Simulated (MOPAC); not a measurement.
MOPAC input (PM6):

```
PM6 PRECISE GNORM=0.05 LET XYZ GEO-OK AUX(PRECISION=9) THREADS=1
H3P

P     0.00293147 1    0.00160888 1    0.12817703 1
H    -0.00384980 1    1.18388197 1   -0.65609339 1
H     1.01199153 1   -0.61366513 1   -0.65676338 1
H    -1.05211382 1   -0.59435001 1   -0.60979871 1
```

Output:

```
 *******************************************************************************
 **                                                                           **
 **                              MOPAC v23.2.5                                **
 **                                                                           **
 *******************************************************************************
 ** MOPAC's Digital Object Identifier: https://doi.org/10.5281/zenodo.6511958 **
 **                                                                           **
 ** Please cite the open-source release paper for use of this MOPAC version:  **
 ** J. E. Moussa and J. J. P. Stewart (2026)                                  **
 ** MOPAC: An open-source semiempirical molecular orbital program             **
 ** J. Open Source Softw., 11(119), 8025, https://doi.org/10.21105/joss.08025 **
 *******************************************************************************

                              PM6 CALCULATION RESULTS

 *******************************************************************************
 *  PM6        - The PM6 Hamiltonian to be used
 *  GEO-OK     - OVERRIDE INTERATOMIC DISTANCE AND OTHER SAFETY CHECKS
 *  LET        - OVERRIDE SOME SAFETY CHECKS
 *  PRECISE    - TIGHTER CRITERIA TO BE USED
 *  XYZ        - CARTESIAN COORDINATE SYSTEM TO BE USED
 *  GNORM      - EXIT WHEN GRADIENT NORM DROPS BELOW 0.050
 *  AUX        - OUTPUT AUXILIARY INFORMATION
 *******************************************************************************
PM6 PRECISE GNORM=0.05 LET XYZ GEO-OK AUX(PRECISION=9) THREADS=1
 H3P

   ATOM   CHEMICAL          X               Y               Z
  NUMBER   SYMBOL      (ANGSTROMS)     (ANGSTROMS)     (ANGSTROMS)

     1       P          0.00293147  *   0.00160888  *   0.12817703  *
     2       H         -0.00384980  *   1.18388197  *  -0.65609339  *
     3       H          1.01199153  *  -0.61366513  *  -0.65676338  *
     4       H         -1.05211382  *  -0.59435001  *  -0.60979871  *

          CARTESIAN COORDINATES

    NO.       ATOM           X           Y           Z

     1         P          0.0029      0.0016      0.1282
     2         H         -0.0038      1.1839     -0.6561
     3         H          1.0120     -0.6137     -0.6568
     4         H         -1.0521     -0.5944     -0.6098

 General Reference for PM6:
 "Optimization of Parameters for Semiempirical Methods V: Modification of NDDO Approximations
 and Application to 70 Elements", J. J. P. Stewart, J. Mol. Mod., 13, 1173-1213 (2007)
 URL: https://link.springer.com/article/10.1007/s00894-007-0233-4

           Empirical Formula: H3 P  =     4 atoms

      MOLECULAR POINT GROUP   :   C3v

      RHF CALCULATION, NO. OF DOUBLY OCCUPIED LEVELS = 4

          Geometry optimization using EF

          DIAGONAL MATRIX USED AS START HESSIAN

 CYCLE:     1  GRAD.:    54.970 HEAT:  7.557733
 CYCLE:     2  GRAD.:   107.081 HEAT:  9.678355
 CYCLE:     3  GRAD.:    13.673 HEAT:  3.697718
 CYCLE:     4  GRAD.:     1.148 HEAT:  3.601170
 CYCLE:     5  GRAD.:     0.054 HEAT:  3.598953
 CYCLE:     6  GRAD.:     0.000 HEAT:  3.598952

     GRADIENT =  0.00048 IS LESS THAN CUTOFF =  0.05000

 -------------------------------------------------------------------------------
 PM6 PRECISE GNORM=0.05 LET XYZ GEO-OK AUX(PRECISION=9) THREADS=1
 H3P

     GEOMETRY OPTIMISED USING EIGENVECTOR FOLLOWING (EF).
     SCF FIELD WAS ACHIEVED

                              PM6 CALCULATION
                                                       MOPAC v23.2.5 Linux

          FINAL HEAT OF FORMATION =          3.59895 KCAL/MOL =      15.05801 KJ/MOL

          COSMO AREA              =         62.93 SQUARE ANGSTROMS
          COSMO VOLUME            =         45.04 CUBIC ANGSTROMS

          GRADIENT NORM           =          0.00048          =       0.00024 PER ATOM
          IONIZATION POTENTIAL    =          9.730829 EV
          HOMO LUMO ENERGIES (EV) =         -9.731  4.133
          NO. OF FILLED LEVELS    =          4
          MOLECULAR WEIGHT        =         33.9975         POINT GROUP:  C3v

          MOLECULAR DIMENSIONS (Angstroms)

            Atom       Atom       Distance
            H     4    H     3     2.23302
            H     3    H     2     1.93385
            H     4    P     1     0.67079

          SCF CALCULATIONS        =          7

   ATOM   CHEMICAL          X               Y               Z
  NUMBER   SYMBOL      (ANGSTROMS)     (ANGSTROMS)     (ANGSTROMS)

     1       P          0.00214045  *   0.00117476  *   0.09359000  *
     2       H         -0.00150720  *   1.28183606  *  -0.59342128  *
     3       H          1.09713367  *  -0.66222606  *  -0.59414592  *
     4       H         -1.13521347  *  -0.64133659  *  -0.54335323  *

                             CARTESIAN COORDINATES

   1    P        0.002140445     0.001174758     0.093590001
   2    H       -0.001507200     1.281836061    -0.593421280
   3    H        1.097133672    -0.662226060    -0.594145922
   4    H       -1.135213474    -0.641336591    -0.543353232

           Empirical Formula: H3 P  =     4 atoms

      MOLECULAR POINT GROUP   :   C3v

                  EIGENVALUES
 -21.44494 -14.23519 -14.23519  -9.73083   4.13288   4.13288   4.49861 135.05047
 135.05047 135.27635 135.60337 135.60337

              NET ATOMIC CHARGES AND DIPOLE CONTRIBUTIONS

  ATOM NO.   TYPE          CHARGE      No. of ELECS.   s-Pop       p-Pop       d-Pop
    1          P          -0.075955        5.0760     1.61358     3.45237     0.01001
    2          H           0.025318        0.9747     0.97468
    3          H           0.025318        0.9747     0.97468
    4          H           0.025318        0.9747     0.97468
 DIPOLE           X         Y         Z       TOTAL
 POINT-CHG.    -0.006    -0.003    -0.245     0.245
 HYBRID        -0.042    -0.023    -1.821     1.822
 SUM           -0.047    -0.026    -2.066     2.066

          ATOMIC ORBITAL ELECTRON POPULATIONS

     Atom    s        px        py        pz      x^2-y^2     xz        z^2       yz        xy
    1  P   1.61358   0.98731   0.98713   1.47793   0.00213   0.00262   0.00024   0.00276   0.00225
    2  H   0.97468
    3  H   0.97468
    4  H   0.97468

 **********************
 *                    *
 * JOB ENDED NORMALLY *
 *                    *
 **********************

 == MOPAC DONE ==
```
